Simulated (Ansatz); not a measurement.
The same path of H2N + H3N (7 atoms, charge 0, multiplicity 2) was run twice with different band settings. Lost on the way: H1–N2. Made: H1–N3.

These are results of UKS BLYP-D4/def2-SVP in Ansatz, not measurements.

Relaxed end points:

```xyz
7
Properties=species:S:1:pos:R:3
H 0.124 1.228 -1.025
N 0.068 0.246 -1.334
N -0.548 -0.544 1.164
H -0.527 -0.257 -0.631
H 1.021 -0.135 -1.239
H -0.523 0.390 1.632
H 0.386 -0.929 1.434
```

```xyz
7
Properties=species:S:1:pos:R:3
H -0.611 0.554 0.244
N 0.094 0.166 -1.385
N -0.490 0.250 1.241
H 0.006 -0.867 -1.525
H 1.131 0.271 -1.309
H 0.503 0.398 1.476
H -0.634 -0.771 1.258
```

Common settings: movable images 9; climbing image yes; spring 5.0 eV/Å²; optimiser quadratic models (default); start path through a guess of the saddle point; iteration limit 60; end points relaxed.

| run | force threshold |
| --- | --- |
| 1 | 0.05 eV/Å |
| 2 | 0.2 eV/Å |

Problem. What does each run give, and how far can it be trusted?

Solution. Run 1: converged after 20 iterations, highest image 0.134 eV above the first end. The profile has 3 maxima (images 2, 5, 8) with wells between them (images 4, 6): this band takes more than one step, which may be the mechanism or a detour left from its start path. A vibrational analysis at the climbing image gives one clearly imaginary mode, 1199i cm⁻¹: a first-order saddle point.
Run 2: converged after 13 iterations, highest image 0.187 eV above the first end. The threshold of 0.2 eV/Å is loose, so the images may lie well off the minimum-energy path. The profile has 2 maxima (images 2, 5) with wells between them (image 4): this band takes more than one step, which may be the mechanism or a detour left from its start path. The order of the stationary point at the top wasn't checked.
